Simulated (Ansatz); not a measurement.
A made-up structure of CH$_{2}$N, doublet:

```
4
angstrom
C 0.4078 -0.2115 0.5130
N 0.2882 0.6450 -0.3431
H -0.1854 -1.0851 0.8158
H 1.1076 -0.1997 1.3091
```

It is relaxed with PBE-D4/def2-SVP and then PBE0-D4/def2-TZVP (Ansatz 0.2.0). Atoms count as bonded within 1.22 times the sum of their covalent radii (H–H: 0.88 Å). The end point is not checked to be a true minimum.

Question: Does its bonding change? (A judgement: the text doesn't fix the answer.)

Answer: Computed: No: no bond forms or breaks.

Where it ends: The first stage lowers the energy by 0.31 eV in 5 steps. It ends as CH₂N ([CH2][N]):
```
4
angstrom
C 0.4070 -0.2277 0.5907
N 0.2734 0.5813 -0.3353
H -0.2716 -1.0840 0.7057
H 1.2093 -0.1208 1.3336
```

Labels in which every atom is bracketed show which atoms are joined, not bond orders.

For scale, one of the runs: PBE0-D4/def2-TZVP relaxation, 74 basis functions, launched by `ansatz run in.yaml --threads 2 --pin off --events-out ev --progress --plain --max-ram 4352MiB`. The run took about 4.5 s on 2 CPU threads of an Arm Neoverse V2 (shared host).
